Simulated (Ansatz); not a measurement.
## CH4OSi, SMILES CO[SiH]: a composite energy at a relaxed geometry, step by step

Computed with Ansatz 0.2.0 through its Python package.

Interactive session:
```pycon
>>> import itertools
>>> import warnings
>>> import ansatz as az
>>> from ase.data import atomic_numbers, covalent_radii
>>> import numpy as np
>>> warnings.simplefilter('ignore', az.DeckWarning)
>>> geometry_ang = [
...     ('C', [-0.5086, 0.365, -0.3765]),
...     ('O', [-0.5671, -0.7822, 0.3866]),
...     ('Si', [0.7711, -1.1811, 1.233]),
...     ('H', [-1.4643, 0.523, -0.8656]),
...     ('H', [0.1994, 0.354, -1.1994]),
...     ('H', [-0.3912, 1.3086, 0.2381]),
...     ('H', [2.0218, -0.6554, 0.5381]),
... ]
>>> geometry = az.Crystal.molecule()
>>> for symbol, xyz in geometry_ang:
...     geometry = geometry.atom(symbol, xyz)
...
>>> model = (
...     geometry.calculation()
...     .basis(gaussian='def2-SVP')  # atom-centred Gaussian functions
...     .functional('r2SCAN')
... )
>>> symbols = [site.symbol for site in geometry.cartesian_sites]
>>> start = np.array([site.position_ang for site in geometry.cartesian_sites], dtype=float)
>>> rep = model.relax(force_tolerance=0.01).run().report
>>> end = np.array(rep['positions_ang'])
>>> # pairs closer than 1.2 times the sum of covalent radii, before or after
>>> radius = [covalent_radii[atomic_numbers[s]] for s in symbols]
>>> span = lambda where, i, j: np.linalg.norm(where[i] - where[j])
>>> bonded = [(i, j) for i, j in itertools.combinations(range(len(symbols)), 2) if min(span(start, i, j), span(end, i, j)) < 1.2 * (radius[i] + radius[j])]
>>> print('pair        before    after (A)')
pair        before    after (A)
>>> for i, j in bonded:
...     print(f'{symbols[i]}{i}-{symbols[j]}{j}'.ljust(10), f'{span(start, i, j):8.4f} {span(end, i, j):8.4f}')
...
C0-O1        1.3791   1.4121
C0-H3        1.0851   1.1021
C0-H4        1.0856   1.1055
C0-H5        1.1322   1.1022
O1-Si2       1.6329   1.6641
Si2-H6       1.5243   1.5610
>>> minimum = az.Crystal.molecule()
>>> for symbol, place in zip(symbols, end):
...     minimum = minimum.atom(symbol, place.tolist())
...
>>> at_minimum = minimum.calculation()
>>> # MP2 extrapolated to the basis limit, plus the small-basis difference CCSD(T) - MP2
>>> level = lambda method, basis: at_minimum.basis(gaussian=basis).correlation(method).run().report
>>> small, large, cluster = level('mp2', 'cc-pVDZ'), level('mp2', 'cc-pVTZ'), level('ccsd_t', 'cc-pVDZ')
>>> corr = lambda each: (each['free_energy_ev'] - each['reference_energy_ev']) / 27.211386246
>>> mp2_limit = (27 * corr(large) - 8 * corr(small)) / 19
>>> pieces = {'HF / cc-pVTZ': large['reference_energy_ev'] / 27.211386246, 'MP2 correlation, DZ-TZ limit': mp2_limit, 'CCSD(T) - MP2 / cc-pVDZ': corr(cluster) - corr(small)}
>>> for name, value in pieces.items():
...     print(f'{name:32s} {value:14.6f} Ha')
...
HF / cc-pVTZ                        -404.024141 Ha
MP2 correlation, DZ-TZ limit          -0.562662 Ha
CCSD(T) - MP2 / cc-pVDZ               -0.050877 Ha
>>> print(f'{"sum":32s} {sum(pieces.values()):14.6f} Ha')
sum                                 -404.637680 Ha
>>> print('T1 diagnostic', round(cluster['correlation']['coupled_cluster']['t1_diagnostic'], 4))
T1 diagnostic 0.0174
```

Caveats:
- Total energies depend on the basis set; only differences at equal settings carry meaning.
- The sum leaves out core correlation, relativity, the Hartree-Fock basis error and zero-point energy; a DZ-TZ extrapolation is rough.
- Inner cores stay frozen, so this is valence correlation.
- For Al to Cl the sets with a tight d function, cc-pV(X+d)Z, are usual.
- An extrapolation from small basis sets is rough.
- It ran for 39 s on 1 thread of Arm Neoverse V1, with other jobs on the host, peak memory 0.31 GiB.
